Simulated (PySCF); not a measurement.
Ethyl propyl sulfide, C5H12S.
SMILES: `C(C)CSCC`

Torsions of this conformer, `[CH3:1][CH2:2][CH2:3][S:4][CH2:5][CH3:6]`: C1–C2–C3–S4 60°, C2–C3–S4–C5 62°, C3–S4–C5–C6 64°.

The closed-shell ground state was solved at several levels (PySCF, density fitting, gas phase, non-relativistic). Geometry: PBE0-D3(BJ)/def2-SVP, one conformer, isolated molecule.

```tsv
level	basis functions	total energy (Eh)	HOMO (eV)	LUMO (eV)	gap (eV)	dipole (D)
PBE0/pcSseg-1	169	-595.5214	-6.27	1.14	7.41	1.75
wB97X-D/pcSseg-1	169	-595.8431	-8.16	2.94	11.10	1.79
```

(1) Estimate the row for B3LYP/def2-SVPD, a basis of 223 functions; the other rows only guide the guess.

(2) Over all these levels, which gives the widest orbital gap and which the narrowest?

(3) How far do the dipole and the HOMO energy spread over the levels?

## Answers

(1) Total energy -595.7213 Eh, HOMO -6.04 eV, LUMO 0.28 eV, gap 6.32 eV, dipole 1.72 D.

(2) wB97X-D/pcSseg-1 (range-separated hybrid) has the widest, 11.10 eV, and B3LYP/def2-SVPD (global hybrid, 20 % exact exchange) the narrowest, 6.32 eV. Functional and basis both differ between the two, so the spread mixes both effects.

(3) The dipole runs from 1.72 to 1.79 D (mean 1.76 D) and the HOMO from -8.16 to -6.04 eV.

wB97X-D is run here without its empirical dispersion term; that term would change no orbital, density or response property at a fixed geometry.
